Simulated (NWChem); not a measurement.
# methanethiol (CH$_{4}$S); SMILES CS

```xyz
6

C      0.0122     1.1582     0.0000
S      0.0689    -0.6685     0.0000
H     -0.4816     1.5585     0.9067
H      1.0659     1.4970     0.0000
H     -0.4816     1.5585    -0.9067
H     -1.2787    -0.8672     0.0000
```
Atoms are numbered in this order, from 1.

Structure relaxed at the PBE-D3(BJ)/def2-SVP level.

Symmetry labels are those of Cs in the frame above (b1 and b2, or b-type labels, depend on it).

Q: List the 4 lowest vertical singlet excitations from B3LYP/def2-TZVP, TDA (NWChem).

A: 
```
state  energy (eV)  oscillator strength  symmetry  leading excitation (squared amplitude)
-----  -----------  -------------------  --------  --------------------------------------
S1            5.30                0.000        a"                      HOMO → LUMO (0.98)
S2            6.46                0.013        a"                    HOMO → LUMO+1 (0.97)
S3            7.40                0.000        a"                    HOMO → LUMO+2 (0.97)
S4            8.06                0.001        a"                    HOMO → LUMO+3 (0.99)
```
